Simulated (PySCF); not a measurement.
butadiene cation (C4H6), SMILES C=CC=C (connectivity only; charge and spin as stated), charge +1, multiplicity 2. Atoms are numbered in the order given.

```xyz
10

C      0.1055    -1.8684     0.0000
C     -0.4175    -0.5728     0.0000
C      0.4175     0.5728     0.0000
C     -0.1055     1.8684     0.0000
H      1.1955    -2.0435     0.0000
H     -0.5574    -2.7496     0.0000
H     -1.5134    -0.4348     0.0000
H      1.5134     0.4348     0.0000
H      0.5574     2.7496     0.0000
H     -1.1955     2.0435     0.0000
```
Charge +1, spin multiplicity 2.

Coordinates come from a PBE-D3(BJ)/def2-SVP optimisation. The multiplicity is an assumed one; other spin states were not compared. Other conformers were not sampled.

These are CAM-B3LYP/def2-TZVP run with PySCF values and carry that method's errors.

Atomic charges (e):

```tsv
atom	Löwdin	meta-Löwdin	Mulliken	Mulliken spin
C1	0.07	-0.02	-0.13	0.50
C2	-0.07	-0.01	-0.02	0.03
C3	-0.07	-0.01	-0.02	0.03
C4	0.07	-0.02	-0.13	0.50
H5	0.16	0.18	0.22	-0.02
H6	0.16	0.19	0.22	-0.02
H7	0.18	0.16	0.21	0.00
H8	0.18	0.16	0.21	0.00
H9	0.16	0.19	0.22	-0.02
H10	0.16	0.18	0.22	-0.02
```

### Question
Give the Mayer and Wiberg (Löwdin basis) orders of the bonds. (The exact figures need the calculation; the answer reports its results.)

### Answer

| bond | Mayer | Wiberg |
|---|---|---|
| C1–C2 | 1.43 | 1.75 |
| C2–C3 | 1.32 | 1.54 |
| C3–C4 | 1.43 | 1.75 |
| C1–H5 | 0.95 | 0.89 |
| C1–H6 | 0.95 | 0.89 |
| C2–H7 | 0.93 | 0.81 |
| C3–H8 | 0.93 | 0.81 |
| C4–H9 | 0.95 | 0.89 |
| C4–H10 | 0.95 | 0.89 |
